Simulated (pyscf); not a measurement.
## Hydrogen abstraction: H₃C–I + H• → •H₂C–I + H₂

Gas phase, doublet surface, charge 0. Bonds broken: C1–H4. Bonds formed: H3–H4. Structures and frequencies: ωB97X-D3(BJ)/def2-SVP in PySCF.

Transition state (Å):

```xyz
6

C     -0.6889     0.2191    -0.2076
I     -0.1555     0.8068     1.7286
H     -2.4008    -1.3209    -0.1053
H     -1.7129    -0.7017    -0.1218
H      0.1176    -0.3237    -0.7134
H     -1.1190     1.0435    -0.7874
```

One imaginary mode, 1483i cm⁻¹; descent along it reached the two sides named.

| bond | change | reactant side (Å) | saddle | product side |
|---|---|---|---|---|
| C1–H4 | breaks | 1.096 | 1.380 | 2.9 |
| H3–H4 | forms | 3.0 | 0.926 | 0.761 |

Electronic energies relative to the separated reactants (kJ/mol):

```csv
level,barrier,reaction energy,reverse barrier
ωB97X-D3(BJ)/def2-TZVP,51.8,+0.2,51.6
PBE/def2-TZVP,27.9,-2.8,30.7
r²SCAN/def2-TZVP,24.3,-18.0,42.3
B3LYP-D3(BJ)/def2-TZVP,28.5,-14.5,43.0
PBE0-D3(BJ)/def2-TZVP,40.2,+2.2,38.0
M06-2X/def2-TZVP,58.4,+2.3,56.1
ωB97M-D3(BJ)/def2-TZVP,52.1,+0.4,51.7
HF/def2-TZVP,100.2,+2.8,97.4
```

With ωB97M-D3(BJ)/def2-TZVP energies and thermal terms (ideal gas, 1 atm, RRHO with modes under 100 cm⁻¹ raised to 100, one conformer, R ln 2 for chiral ones without a mode under 150 cm⁻¹), in kJ/mol:

| T (K) | ΔH‡ | ΔG‡ | ΔH | ΔG |
|---|---|---|---|---|
| 298 | 41.3 | 66.9 | -8.9 | -17.5 |
| 600 | 40.0 | 93.5 | -6.5 | -27.4 |
| 900 | 39.8 | 120.3 | -6.4 | -38.0 |
| 1200 | 39.7 | 147.1 | -7.8 | -48.3 |

This is the saddle that the search found; another between the same sides may lie lower. The angle at the transferred H is 177°. Elements past Kr carry the def2 core potentials, without spin-orbit coupling.
